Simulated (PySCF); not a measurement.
## Spin states of SiF⁺

Unrestricted PBE0; Si def2-TZVPPD, F def2-TZVPPD; no relativity (PySCF 2.14). Outer shells of the fragments: Si+ 3s2 3p1; F 2s2 2p5.

Followed along the bond (rough minima from three points):

```tsv
2Ms+1	unpaired	⟨S²⟩ at the start	R at minimum (Å)	Te (eV)
1	none	0.00	1.54	0.00
3	σ ↑, π ↑	2.01	1.56	4.46
```

Solutions found at the starting distance of 1.830 Å, counted from the lowest of them; the search is not exhaustive and high or unbound solutions are not listed, so other states can lie among these:

| 2Ms+1 | unpaired | term | E (eV) | ⟨S²⟩ | ⟨Lz²⟩ | μ (D) |
| --- | --- | --- | --- | --- | --- | --- |
| 1 | none | ¹Σ⁺ | 0.00 | 0.00 | 0.00 | -5.24 |
| 3 | σ ↑, π ↑ | ³Π | 4.15 | 2.01 | 1.00 | -4.72 |
| 1 | σ ↑, π ↓ | mixed | 4.90 | 1.03 | 1.01 | -4.03 |
| 3 | π ↑↑ | mixed | 5.82 | 2.01 | 2.02 | -0.73 |
| 3 | π ↑↑ | mixed | 5.97 | 2.01 | 2.01 | -0.70 |
| 3 | σ ↑↑ | ³Σ⁺ | 6.84 | 2.00 | 0.00 | -3.95 |
| 3 | σ ↑, π ↑ | ³Π | 8.21 | 2.01 | 1.01 | -0.35 |

A term symbol is given only where ⟨S²⟩ and ⟨Lz²⟩ are close to those of a pure state; real π, δ and φ orbitals otherwise mix terms. A positive dipole points towards F; it is taken about the centre of mass and depends on that origin.

Question: Compare the gap between the two lowest followed solutions at the starting distance with the gap between their minima.

Answer: At PBE0 the second solution (triplet, unpaired electrons σ ↑, π ↑) lies +4.15 eV from the first (singlet, closed shell) at 1.830 Å and +4.46 eV at the minima; the two curves relax by different amounts, since their minima lie near 1.56 and 1.54 Å.

Counting both spins, an empty level lies below a filled one in some of these solutions, because spin and occupation are held.
